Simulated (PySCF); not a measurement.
Deuteron quadrupole couplings in `SC1CCCC1`

Species: C5H10S.
SMILES with atom numbers: `[SH:1][CH:2]1[CH2:3][CH2:4][CH2:5][CH2:6]1` (hydrogens: H7 on S1; H8 on C2; H9, H10 on C3; H11, H12 on C4; H13, H14 on C5; H15, H16 on C6)

Cartesian coordinates in Å at the PBE0-D3(BJ)/def2-SVP level; atoms count from 1:
```
atom  x, y, z in Å
S1     2.2636    0.7494   -0.4583
C2     1.0990   -0.4406    0.3043
C3     0.1278    0.2078    1.2906
C4    -1.0012    0.7653    0.4095
C5    -0.9822   -0.0834   -0.8859
C6     0.1561   -1.0992   -0.7025
H7     1.3337    1.5628   -1.0035
H8     1.7710   -1.1650    0.7889
H9    -0.2658   -0.5805    1.9547
H10    0.6082    0.9657    1.9252
H11   -1.9723    0.7230    0.9241
H12   -0.8227    1.8275    0.1809
H13   -1.9433   -0.5841   -1.0730
H14   -0.7929    0.5525   -1.7646
H15    0.6586   -1.3742   -1.6405
H16   -0.2354   -2.0268   -0.2510
```

Level: PBE0/pcSseg-1 (PySCF, non-relativistic); Q(2H) = 0.00286 b; rigid geometry, the same for H and D, with no vibrational averaging.

Question: Rank these positions by the coupling χzz of a deuteron there, largest first.
A. H11 (methylene hydrogen)
B. H7 (S–H hydrogen)
C. H9 (methylene hydrogen)

Answer: A (197 kHz), C (191 kHz), B (151 kHz).

Give the electric field gradient Vzz (the principal value of largest size), its asymmetry and the 2H coupling at each hydrogen.

| atom | bonded to | bond length (Å) | Vzz (au) | η | χzz (kHz) |
| --- | --- | --- | --- | --- | --- |
| H7 | S1 | 1.350 | 0.2240 | 0.18 | 151 |
| H8 | C2 | 1.101 | 0.2867 | 0.06 | 193 |
| H9 | C3 | 1.103 | 0.2847 | 0.02 | 191 |
| H10 | C3 | 1.099 | 0.2917 | 0.01 | 196 |
| H11 | C4 | 1.100 | 0.2929 | 0.01 | 197 |
| H12 | C4 | 1.101 | 0.2893 | 0.01 | 194 |
| H13 | C5 | 1.100 | 0.2930 | 0.01 | 197 |
| H14 | C5 | 1.101 | 0.2894 | 0.01 | 194 |
| H15 | C6 | 1.099 | 0.2918 | 0.01 | 196 |
| H16 | C6 | 1.103 | 0.2847 | 0.02 | 191 |

Average by the element that carries the hydrogen.

on S: 151 kHz over 1 position, mean bond length 1.350 Å; on C: 194 kHz over 9 positions, mean bond length 1.101 Å.

The structure is a single PBE0-D3(BJ)/def2-SVP conformer in the gas phase; no vibrational or solvent corrections. A larger basis could move these couplings by a tenth or more.
